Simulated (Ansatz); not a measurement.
Li₂H₃, relaxed as a doublet with UKS PBE0-D4/def2-TZVP in Ansatz, starting from the GFN1-xTB geometry. Force threshold 0.02 eV/Å.

In the doublet, H3 and H4 lie 0.76 Å apart (atoms count from 1), so H2 has formed as a molecule. The structure comes from a short search, and lower isomers may exist.

Start:

```xyz
5

Li   -0.5481    1.0141    0.9588
Li    0.4622   -0.6547   -0.2330
H     0.0685    1.0308   -0.5886
H    -0.1493   -1.0257   -1.6319
H     0.1667   -0.3646    1.4947
```

```
         step  energy (eV)  largest force component (eV/Å)  SCF passes
            1    -453.8535                           1.257          24
            2    -454.1746                           0.429          26
            3    -454.3679                           0.429          26
            4    -454.5542                           0.451          25
            5    -454.8003                           0.536          29
            6    -454.9209                           0.628          29
 7 (rejected)    -454.1291                           8.961          33
            8    -454.9931                           0.393          28
            9    -455.0310                           0.237          29
           10    -455.0604                           0.102          29
           11    -455.0716                           0.099          29
           13    -455.0746                           0.048          29
           15    -455.0761                           0.031          29
           17    -455.1018                           0.357          27
           19    -455.1844                           0.286          27
           21    -455.2248                           0.475          26
           23    -455.2664                           0.093          26
25 (rejected)    -455.2704                           0.626          24
27 (rejected)    -455.2710                           0.586          26
           29    -455.2799                           0.016          26
           30    -455.2800                           0.012          22
```

Force components are those of the run's own axes.

End:

Cartesian coordinates in Å:
```
Li -0.296 0.713 2.380
Li -0.666 0.377 -0.141
H 0.023 -0.389 -1.915
H 0.514 -0.614 -1.385
H 0.425 -0.087 1.062
```

Bonds lost: Li1–H3, Li2–H3 (atoms count from 1).

The force fell under the threshold at step 29, but the optimiser went on. No frequencies were taken in this run, so the end may be a saddle point.

Run time 11 s (4 threads of Arm Neoverse V1 on a shared host).
